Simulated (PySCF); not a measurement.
# XPS shifts beside NMR shieldings

C4H5NO.
SMILES with atom numbers: `[CH3:1][c:2]1[cH:3][n:4][o:5][cH:6]1`

Geometry (GFN2-xTB, Å), atoms numbered from 1 in this order:
```xyz
11
C4H5NO angstrom
C     -1.5029    0.1281   -0.0619
C     -0.0263   -0.0201    0.0038
C      0.9641    0.9426   -0.3253
N      2.1621    0.4657   -0.1448
O      2.0258   -0.8010    0.2998
C      0.7238   -1.0944    0.3896
H     -1.8274    0.9517    0.5725
H     -1.8159    0.3465   -1.0821
H     -1.9908   -0.7850    0.2687
H      0.8277    1.9445   -0.6788
H      0.4651   -2.0761    0.7326
```

Binding energies: delta-SCF UKS SCAN, pcX-2 on the ionised atom, pcseg-1 elsewhere, spin-free X2C in PySCF. Shieldings: GIAO PBE0/pcSseg-1, non-relativistic, same geometry.

| atom | C 1s (eV) |
| --- | --- |
| C1 | 291.39 |
| C2 | 291.04 |
| C3 | 291.51 |
| C6 | 292.02 |

Q: What are the absolute isotropic shieldings of these atoms?

A: 
| atom | environment | C 1s (eV) | isotropic shielding (ppm) |
| --- | --- | --- | --- |
| C2 | substituted aromatic carbon | 291.04 | 64.8 |
| C1 | benzylic-type carbon | 291.39 | 177.6 |
| C3 | aromatic CH next to a ring nitrogen | 291.51 | 32.1 |
| C6 | aromatic CH next to a ring oxygen | 292.02 | 25.2 |

Q: Among the listed atoms, is the one with the highest binding energy also the least shielded?

A: Yes: C6 has both (292.02 eV, 25.2 ppm).

By binding energy: C2 < C1 < C3 < C6. By shielding: C6 < C3 < C2 < C1.

Isolated species at its GFN2-xTB geometry, gas phase.
